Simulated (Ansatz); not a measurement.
Relaxed structures of CH5AlN, doublet (PBE0-D4/def2-TZVP; forces vanish, vibrations not checked; lower isomers may exist, and structures with a doubtful reference or unclear bonds are left out; Å). Program: Ansatz 0.2.0. Basis: def2-TZVPP. Cores are frozen in the correlated methods; orbitals are unrestricted.

Task: Rank them by CCSD(T) energy, lowest first, and give each one's height above the lowest. Links in brackets join atoms within 1.22 times the sum of their covalent radii (1.1 for two metals). (An estimate is asked for; the value comes from the calculation.)
A.
CH₅AlN ([CH3][AlH][NH])
```
8
angstrom
C -0.8091 0.8409 -0.4553
Al 0.7682 -0.2073 0.0018
N 0.6569 -1.4596 1.2535
H -0.6475 1.8999 -0.2308
H -1.7011 0.5125 0.0820
H -1.0161 0.7750 -1.5285
H 2.2254 0.0833 -0.5533
H 0.5235 -2.4447 1.4307
```
B.
CH₅AlN ([CH2][AlH][NH2])
```
8
angstrom
C -0.7353 0.7968 -0.1413
Al 0.8880 -0.1801 0.1863
N 0.8087 -1.6794 1.1233
H -0.7787 1.7270 -0.7058
H -1.7204 0.4935 0.2106
H 1.6046 -2.2557 1.3437
H 2.3046 0.2903 -0.3428
H -0.0286 -2.0813 1.5124
```
C.
CH₅AlN ([CH3][NH][AlH])
```
8
angstrom
C -0.5895 0.5581 -0.3519
Al 1.0036 -1.5048 0.9186
N 0.6917 -0.0451 -0.0428
H -0.6704 1.5815 0.0333
H -1.3924 -0.0252 0.1054
H -0.7840 0.5905 -1.4306
H 1.4590 0.4692 -0.4495
H -0.3054 -2.2256 1.5052
```

Result: Computed: B (0.00 kcal/mol), C (4.53 kcal/mol), A (16.69 kcal/mol). Heights count from the lowest.

No T1 diagnostic of these runs exceeds 0.015. ⟨S²⟩ of the unrestricted Hartree–Fock references: 0.76 (a pure state has 0.75).

For scale, one of the runs: CCSD(T)/def2-TZVPP, 174 basis functions, launched by `ansatz run in.yaml --threads 2 --pin off --events-out ev --progress --plain --max-ram 4352MiB`. The run took 4.3 min on 2 CPU threads of an AMD EPYC 7571 (shared host), with 3.7 GiB of host memory at its peak.
